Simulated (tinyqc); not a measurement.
Worked calculation: UHF in the sto-6g basis, for H2O, spin multiplicity 1. One step of it, computed by the program tinyqc.

Question. Iteration 2: diagonalisation and new density. Diagonalise F' = X^T F X, C = X C', fill 5 alpha and 5 beta electrons from the bottom; D(s) = C_occ C_occ^T; the new density keeps 0.3 of the old one (damping). Each column has its largest component positive (the first on a tie).

extrapolated F(alpha) (hartree):
```
             1O 1s      1O 2s     1O 2px     1O 2py     1O 2pz      2H 1s      3H 1s
1O 1s   -20.547534  -4.973048   0.000170   0.001312  -0.030406  -0.965300  -1.101791
1O 2s    -4.973048  -2.321337   0.008994   0.013869  -0.094244  -0.875615  -0.961417
1O 2px    0.000170   0.008994  -0.397995   0.063211   0.012321  -0.013994   0.007922
1O 2py    0.001312   0.013869   0.063211  -0.294202   0.011888  -0.375184   0.394173
1O 2pz   -0.030406  -0.094244   0.012321   0.011888  -0.361751  -0.335357  -0.352289
2H 1s    -0.965300  -0.875615  -0.013994  -0.375184  -0.335357  -0.480838  -0.324064
3H 1s    -1.101791  -0.961417   0.007922   0.394173  -0.352289  -0.324064  -0.548452
```

extrapolated F(beta) (hartree):
```
             1O 1s      1O 2s     1O 2px     1O 2py     1O 2pz      2H 1s      3H 1s
1O 1s   -20.547534  -4.973048  -0.000170   0.001312  -0.030406  -0.965300  -1.101791
1O 2s    -4.973048  -2.321337  -0.008994   0.013869  -0.094244  -0.875615  -0.961417
1O 2px   -0.000170  -0.008994  -0.397995  -0.063211  -0.012321   0.013994  -0.007922
1O 2py    0.001312   0.013869  -0.063211  -0.294202   0.011888  -0.375184   0.394173
1O 2pz   -0.030406  -0.094244  -0.012321   0.011888  -0.361751  -0.335357  -0.352289
2H 1s    -0.965300  -0.875615   0.013994  -0.375184  -0.335357  -0.480838  -0.324064
3H 1s    -1.101791  -0.961417  -0.007922   0.394173  -0.352289  -0.324064  -0.548452
```

X:
```
            1O 1s      1O 2s    1O 2px     1O 2py     1O 2pz      2H 1s      3H 1s
1O 1s    1.022616  -0.135830  0.000000   0.000774  -0.008237   0.018147   0.019542
1O 2s   -0.135830   1.201641  0.000000  -0.012392   0.092122  -0.242046  -0.279538
1O 2px   0.000000   0.000000  1.000000   0.000000   0.000000   0.000000   0.000000
1O 2py   0.000774  -0.012392  0.000000   1.092975  -0.005482  -0.194462   0.212400
1O 2pz  -0.008237   0.092122  0.000000  -0.005482   1.046953  -0.125669  -0.141155
2H 1s    0.018147  -0.242046  0.000000  -0.194462  -0.125669   1.153487  -0.074926
3H 1s    0.019542  -0.279538  0.000000   0.212400  -0.141155  -0.074926   1.185308
```

D(alpha) after iteration 1:
```
            1O 1s      1O 2s     1O 2px     1O 2py     1O 2pz      2H 1s      3H 1s
1O 1s    1.041918  -0.174074   0.004282  -0.002608   0.055830  -0.037394  -0.042120
1O 2s   -0.174074   0.768577  -0.023314   0.014738  -0.278051   0.087525   0.095746
1O 2px   0.004282  -0.023314   0.976219  -0.125380  -0.017914   0.142714  -0.095970
1O 2py  -0.002608   0.014738  -0.125380   0.503311   0.004298   0.228544  -0.228069
1O 2pz   0.055830  -0.278051  -0.017914   0.004298   0.753429   0.160940   0.166818
2H 1s   -0.037394   0.087525   0.142714   0.228544   0.160940   0.256231  -0.072243
3H 1s   -0.042120   0.095746  -0.095970  -0.228069   0.166818  -0.072243   0.245879
```

D(beta) after iteration 1:
```
            1O 1s      1O 2s     1O 2px     1O 2py     1O 2pz      2H 1s      3H 1s
1O 1s    1.041918  -0.174074  -0.004282  -0.002608   0.055830  -0.037394  -0.042120
1O 2s   -0.174074   0.768577   0.023314   0.014738  -0.278051   0.087525   0.095746
1O 2px  -0.004282   0.023314   0.976219   0.125380   0.017914  -0.142714   0.095970
1O 2py  -0.002608   0.014738   0.125380   0.503311   0.004298   0.228544  -0.228069
1O 2pz   0.055830  -0.278051   0.017914   0.004298   0.753429   0.160940   0.166818
2H 1s   -0.037394   0.087525  -0.142714   0.228544   0.160940   0.256231  -0.072243
3H 1s   -0.042120   0.095746   0.095970  -0.228069   0.166818  -0.072243   0.245879
```

overlap S:
```
           1O 1s     1O 2s    1O 2px     1O 2py    1O 2pz     2H 1s      3H 1s
1O 1s   1.000000  0.231145  0.000000   0.000000  0.000000  0.044504   0.050833
1O 2s   0.231145  1.000000  0.000000   0.000000  0.000000  0.416460   0.452421
1O 2px  0.000000  0.000000  1.000000   0.000000  0.000000  0.000000   0.000000
1O 2py  0.000000  0.000000  0.000000   1.000000  0.000000  0.282929  -0.299671
1O 2pz  0.000000  0.000000  0.000000   0.000000  1.000000  0.219338   0.232569
2H 1s   0.044504  0.416460  0.000000   0.282929  0.219338  1.000000   0.216115
3H 1s   0.050833  0.452421  0.000000  -0.299671  0.232569  0.216115   1.000000
```

Give: F' = X^T F X; orbital energies; coefficients C; F' = X^T F X; orbital energies; coefficients C; D(alpha) after iteration 2; D(beta) after iteration 2.

Answer.

F' = X^T F X (alpha) (hartree):
```
          1        2        3        4        5        6        7
1  -20.2193  -2.5124  -0.0012   0.0008  -0.0511  -0.1437  -0.1818
2   -2.5124  -1.2044   0.0123  -0.0082   0.1169  -0.4488  -0.5036
3   -0.0012   0.0123  -0.3980   0.0733   0.0140  -0.0328   0.0196
4    0.0008  -0.0082   0.0733  -0.0250   0.0002  -0.4303   0.4528
5   -0.0511   0.1169   0.0140   0.0002  -0.2247  -0.2979  -0.3208
6   -0.1437  -0.4488  -0.0328  -0.4303  -0.2979  -0.0194  -0.0855
7   -0.1818  -0.5036   0.0196   0.4528  -0.3208  -0.0855  -0.0073
```

orbital energies (alpha) (hartree): MO1 -20.5506, MO2 -1.2485, MO3 -0.6065, MO4 -0.4739, MO5 -0.3997, MO6 0.5192, MO7 0.6619

coefficients C (alpha):
```
            MO1      MO2      MO3      MO4      MO5      MO6      MO7
1O 1s    0.9967  -0.2221  -0.0087   0.0894   0.0051   0.1154   0.0273
1O 2s    0.0151   0.8471   0.0504  -0.4884  -0.0325  -0.7785  -0.2041
1O 2px   0.0000  -0.0086  -0.1393  -0.0629   0.9852  -0.0377   0.0671
1O 2py  -0.0003  -0.0129   0.6087   0.0224   0.0167  -0.1813   0.9346
1O 2pz   0.0030   0.1051  -0.0284   0.7851   0.0308  -0.6981  -0.1546
2H 1s   -0.0031   0.1494   0.4316   0.2884   0.1552   0.8802  -0.5985
3H 1s   -0.0036   0.1719  -0.4414   0.2649  -0.0849   0.6064   0.9406
```

F' = X^T F X (beta) (hartree):
```
          1        2        3        4        5        6        7
1  -20.2193  -2.5124   0.0012   0.0008  -0.0511  -0.1437  -0.1818
2   -2.5124  -1.2044  -0.0123  -0.0082   0.1169  -0.4488  -0.5036
3    0.0012  -0.0123  -0.3980  -0.0733  -0.0140   0.0328  -0.0196
4    0.0008  -0.0082  -0.0733  -0.0250   0.0002  -0.4303   0.4528
5   -0.0511   0.1169  -0.0140   0.0002  -0.2247  -0.2979  -0.3208
6   -0.1437  -0.4488   0.0328  -0.4303  -0.2979  -0.0194  -0.0855
7   -0.1818  -0.5036  -0.0196   0.4528  -0.3208  -0.0855  -0.0073
```

orbital energies (beta) (hartree): MO1 -20.5506, MO2 -1.2485, MO3 -0.6065, MO4 -0.4739, MO5 -0.3997, MO6 0.5192, MO7 0.6619

coefficients C (beta):
```
            MO1      MO2      MO3      MO4      MO5      MO6      MO7
1O 1s    0.9967  -0.2221  -0.0087   0.0894  -0.0051   0.1154   0.0273
1O 2s    0.0151   0.8471   0.0504  -0.4884   0.0325  -0.7785  -0.2041
1O 2px   0.0000   0.0086   0.1393   0.0629   0.9852   0.0377  -0.0671
1O 2py  -0.0003  -0.0129   0.6087   0.0224  -0.0167  -0.1813   0.9346
1O 2pz   0.0030   0.1051  -0.0284   0.7851  -0.0308  -0.6981  -0.1546
2H 1s   -0.0031   0.1494   0.4316   0.2884  -0.1552   0.8802  -0.5985
3H 1s   -0.0036   0.1719  -0.4414   0.2649   0.0849   0.6064   0.9406
```

D(alpha) after iteration 2:
```
          1O 1s    1O 2s   1O 2px   1O 2py   1O 2pz    2H 1s    3H 1s
1O 1s    1.0482  -0.2043   0.0030  -0.0012   0.0519  -0.0206  -0.0229
1O 2s   -0.2043   0.9026  -0.0179   0.0102  -0.2912   0.0279   0.0264
1O 2px   0.0030  -0.0179   0.9887  -0.0863  -0.0165   0.0942  -0.0570
1O 2py  -0.0012   0.0102  -0.0863   0.4110   0.0009   0.2574  -0.2549
1O 2pz   0.0519  -0.2912  -0.0165   0.0009   0.6664   0.2125   0.2152
2H 1s   -0.0206   0.0279   0.0942   0.2574   0.2125   0.2980  -0.0928
3H 1s   -0.0229   0.0264  -0.0570  -0.2549   0.2152  -0.0928   0.2850
```

D(beta) after iteration 2:
```
          1O 1s    1O 2s   1O 2px   1O 2py   1O 2pz    2H 1s    3H 1s
1O 1s    1.0482  -0.2043  -0.0030  -0.0012   0.0519  -0.0206  -0.0229
1O 2s   -0.2043   0.9026   0.0179   0.0102  -0.2912   0.0279   0.0264
1O 2px  -0.0030   0.0179   0.9887   0.0863   0.0165  -0.0942   0.0570
1O 2py  -0.0012   0.0102   0.0863   0.4110   0.0009   0.2574  -0.2549
1O 2pz   0.0519  -0.2912   0.0165   0.0009   0.6664   0.2125   0.2152
2H 1s   -0.0206   0.0279  -0.0942   0.2574   0.2125   0.2980  -0.0928
3H 1s   -0.0229   0.0264   0.0570  -0.2549   0.2152  -0.0928   0.2850
```
